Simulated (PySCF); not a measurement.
# Adding and removing an electron: AlH

PBE0; basis Al def2-TZVP, H def2-TZVP; no relativity; PySCF 2.14. Neutral (UKS): singlet (closed shell), Re = 1.665 Å, ωe = 1649 cm⁻¹, De = 2.99 eV, HOMO -5.83 eV, LUMO -1.80 eV.

AlH⁺ (UKS): doublet (σ ↑), Re = 1.619 Å, ωe = 1664 cm⁻¹, De = 0.95 eV to Al⁺ + H. The energies at the minima are -242.85991 hartree for AlH and -242.56144 for AlH⁺.

(1) Work out the adiabatic ionisation energy, without and with harmonic zero-point energies (1 hartree = 27.2114 eV, 1 eV = 8065.5 cm⁻¹), and the change of the bond length.

For an ion De counts to the pair picked by the measured ionisation energies or electron affinities, which need not be the lowest pair at this level. States were picked by a PBE0 search and need not be the measured ground states.

## Answers

(1) At PBE0: 0.29847 hartree = 8.122 eV between the minima; the zero-point term (1664.0 − 1649.0)/2 cm⁻¹ = +0.001 eV makes it 8.123 eV. Re changes by -4.6 pm against the neutral. Minus the HOMO energy is 5.83 eV, -2.29 eV from the value between the minima; self-interaction puts the Kohn–Sham level too high, less so with exact exchange. The electron leaves a σ orbital, and the shorter bond of the ion fits an antibonding orbital, or a change in how ionic the bond is.
